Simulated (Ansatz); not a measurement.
## Arsenic, grey arsenic (A7): convergence with Fermi-Dirac smearing

Computed with Ansatz, r²SCAN, scalar-relativistic PAW, on the relaxed cell (a = 3.590 Å, c = 15.163 Å (c/a = 4.223); spin not included). Errors count from a run at 500 eV on a Γ-centred 17×17×17 mesh with Fermi-Dirac smearing of 0.1 eV, extrapolated to zero width. Fixed here: cutoff 500 eV, mesh 10×10×10. The SCF starts from atomic densities corrected by a trained network.

| width (eV) | E(σ→0) error (meV/atom) | F error (meV/atom) | P (GPa) | SCF iterations |
| --- | --- | --- | --- | --- |
| 0.01 | 0.3 | 0.3 | 0.01 | 6 |
| 0.03 | 0.3 | 0.3 | 0.01 | 6 |
| 0.1 | 0.4 | 0.2 | 0.01 | 6 |
| 0.2 | 2.2 | -1.8 | -0.02 | 6 |
| 0.3 | 8.2 | -9.1 | -0.03 | 6 |
| 0.6 | 67.1 | -105.7 | 0.43 | 6 |
| 1.0 | 200.4 | -499.5 | 2.81 | 6 |
